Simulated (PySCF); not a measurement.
**Question.** Give a PBE0-D3(BJ)/def2-SVP geometry of sulfate ion (`O=S(=O)([O-])[O-]`). (Charge -2.)

**Answer.** 
```
atom  x, y, z in Å
O1     0.1505    1.1910   -0.9279
S2     0.0101   -0.0059   -0.0069
O3     0.3356   -1.2739   -0.7712
O4    -1.4128   -0.0800    0.5105
O5     0.9662    0.1400    1.1613
```

Any rigid rotation of these coordinates is as good. Atoms count from 1 in this order. All 4 O–S bonds measure 1.516 to 1.517 Å. S2 (sulfonyl sulfur) is tetrahedral (angles from 109.4° to 109.5°).

Bonds between heavy atoms (Å): O1=S2 1.517, S2=O3 1.516, S2–O4 1.516, S2–O5 1.517.

Method used: PBE0-D3(BJ)/def2-SVP geometry optimisation, gas phase in PySCF 2.14.0.

Point group: Td (tolerance 0.08 Å). No frequency check. Whether so highly charged an anion holds all its electrons in the gas phase wasn't checked; a finite basis holds them in any case. The ion is multiply charged and computed without counter-ions or solvent.

Hardware: an Arm Neoverse V1 with one thread, shared host. Cost: 10 s of wall time, 0.32 GiB resident at most. That covers the optimisation of the geometry.
